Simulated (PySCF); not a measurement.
**A gas-phase reaction: CH5BO + H2O → BH3O + CH4O**

Aim: the reaction energy of `BOC` + `O` → `BO` + `CO`.

Computed with PySCF 2.14.0; each step states its level. No surroundings beyond the atoms listed, unless a continuum is named. Atoms count from 0, parts from 1.

### Step 1. The system as given

Each species was relaxed by itself at PBE0-D3(BJ)/def2-SVPD.

### Step 2. Energies of the species: wB97M-D3(BJ)/def2-TZVPD

What the job is given:

```
{"job": {"kind": "react", "xc": "wB97M-D3(BJ)", "basis": "def2-TZVPD"}, "charge": 0, "multiplicity": 1}
-1 CH5BO charge 0 multiplicity 1
B      1.280420     0.310610     0.065010
O      0.017070     0.699610    -0.152270
C     -1.084470    -0.175620    -0.071530
H      2.140870     1.148980    -0.032090
H      1.516120    -0.844440     0.345980
H     -1.781650     0.195980     0.692240
H     -0.765410    -1.196430     0.188860
H     -1.602120    -0.189920    -1.040710

-1 H2O charge 0 multiplicity 1
O     -0.000140     0.389390     0.002410
H     -0.762820    -0.194970     0.001160
H      0.762970    -0.194380    -0.003600

+1 BH3O charge 0 multiplicity 1
B     -0.223750     0.318340    -0.167410
O      0.843870    -0.493650    -0.028290
H     -0.143720     1.191940    -0.994230
H     -1.208390     0.158070     0.518570
H      0.732900    -1.173230     0.642480

+1 CH4O charge 0 multiplicity 1
C     -0.341650     0.004930    -0.014170
O      0.940880    -0.513750    -0.260040
H     -0.550860     0.116340     1.064240
H     -0.503520     0.979060    -0.508140
H     -1.065330    -0.709270    -0.427850
H      1.603250     0.087420     0.087260
```

With the program's defaults for keys left out, this is: wB97M-D3(BJ)/def2-TZVPD reaction energy of separated species, gas phase.

The run is started by

```
> OMP_NUM_THREADS=1 python cluster_run.py task.json out
```

This one command runs all jobs of the session in turn.

**Question.** The jobs that follow are: PBE0-D3(BJ)/def2-TZVPD reaction energy of separated species, gas phase; MP2/def2-TZVPD reaction energy of separated species, gas phase. Predict: reaction energy (wB97M-D3(BJ)/def2-TZVPD); ΔH, ΔG at 298 K (xTB thermal terms). Thermal terms come from harmonic xTB runs on each species.

**Answer**, as computed:

| quantity | value |
| --- | --- |
| reaction energy (wB97M-D3(BJ)/def2-TZVPD) | 2.03 kcal/mol |
| ΔH, ΔG at 298 K (xTB thermal terms) | +2.7, +2.0 kcal/mol |
| range of the reaction energy over the runs of this table | 2.02 to 2.74 kcal/mol |

The reaction is endothermic by 2.7 kcal/mol in the gas phase; dispersion gives +0.33, and xTB itself gave 2.00 for the electronic energy (xTB energies and thermal terms come from the earlier relaxation of each species, not shown). No barrier was sought. The reaction energy runs from 2.02 (PBE0-D3(BJ)/def2-TZVPD) to 2.74 kcal/mol (MP2/def2-TZVPD).
